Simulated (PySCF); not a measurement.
## Ionising CN

ROHF-CCSD; basis C def2-TZVPPD, N def2-TZVPPD; no relativity; PySCF 2.14. Neutral (ROHF): doublet (σ ↑), Re = 1.168 Å, ωe = 2141 cm⁻¹, De = 7.03 eV.

CN⁺ (ROHF): triplet (σ ↑, π ↑), Re = 1.234 Å, ωe = 1801 cm⁻¹, De = 4.36 eV to C⁺ + N. The energies at the minima are -92.55100 hartree for CN and -92.04338 for CN⁺.

(1) Work out the adiabatic ionisation energy, without and with harmonic zero-point energies (1 hartree = 27.2114 eV, 1 eV = 8065.5 cm⁻¹), and the change of the bond length.

CN⁻ (RHF): singlet (closed shell), Re = 1.176 Å, ωe = 2129 cm⁻¹. The energies at the minima are -92.55100 hartree for CN and -92.68943 for CN⁻.

(2) Work out the adiabatic electron affinity, without and with harmonic zero-point energies (1 hartree = 27.2114 eV, 1 eV = 8065.5 cm⁻¹), and the change of the bond length.

Correlated steps freeze 2 core orbitals. For an ion De counts to the pair picked by the measured ionisation energies or electron affinities, which need not be the lowest pair at this level. The CCSD T1 diagnostic is raised in CN, CN⁺, a sign that a single reference may not be enough there. States were picked by a PBE0 search and need not be the measured ground states.

Results:

(1) At ROHF-CCSD: 0.50762 hartree = 13.813 eV between the minima; the zero-point term (1801.0 − 2141.0)/2 cm⁻¹ = -0.021 eV makes it 13.792 eV. Re changes by +6.6 pm against the neutral. The electron leaves a π orbital, and the longer bond of the ion fits a bonding orbital, or a change in how ionic the bond is.

(2) At CCSD: 0.13843 hartree = 3.767 eV between the minima; the zero-point term (2141.0 − 2129.0)/2 cm⁻¹ = +0.001 eV makes it 3.768 eV. Re changes by +0.8 pm against the neutral. The electron enters a σ orbital, and the small change of length marks it as nearly non-bonding.
